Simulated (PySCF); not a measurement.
# Basis and Hamiltonian dependence of the ionisation energy of H

H 1s1 (2S) → H⁺ (bare nucleus). All values are computed (PySCF 2.14, energy differences of UHF-based or UKS calculations, no spin-orbit coupling). Values in eV.

| basis | Hamiltonian | functions | UHF | LDA | PBE0 |
| --- | --- | --- | --- | --- | --- |
| aug-cc-pVDZ-DK | spin-free X2C | 9 | 13.588 | 13.007 | 13.624 |
| dyall-av2z | non-relativistic | 13 | 13.604 | 13.024 | 13.640 |
| ANO-RCC-VTZP | spin-free X2C | 14 | 13.604 | 13.022 | 13.639 |
| def2-TZVPPD | non-relativistic | 17 | 13.601 | 13.016 | 13.634 |
| dyall-v3z | spin-free X2C | 20 | 13.606 | 13.025 | 13.642 |
| dyall-ae3z | spin-free X2C | 20 | 13.606 | n/a | n/a |
| aug-cc-pVTZ | non-relativistic | 23 | 13.601 | 13.021 | 13.637 |
| dyall-av3z | non-relativistic | 29 | 13.606 | 13.025 | 13.642 |
| dyall-acv3z | spin-free X2C | 29 | 13.606 | 13.025 | 13.642 |
| x2c-QZVPPall | spin-free X2C | 30 | 13.605 | 13.024 | 13.641 |
| aug-cc-pVTZ with one added diffuse shell each of s, p, d type | non-relativistic | 32 | 13.601 | 13.021 | 13.637 |
| def2-QZVPPD | non-relativistic | 33 | 13.605 | 13.024 | 13.641 |
| x2c-QZVPPall with one added diffuse shell each of s, p, d type | spin-free X2C | 39 | 13.605 | 13.025 | 13.641 |
| aug-cc-pVQZ-DK | spin-free X2C | 46 | 13.604 | 13.024 | 13.640 |

Reference for a calculation without spin-orbit coupling: 13.598 (t) eV (theoretical estimate listed by NIST; NIST).
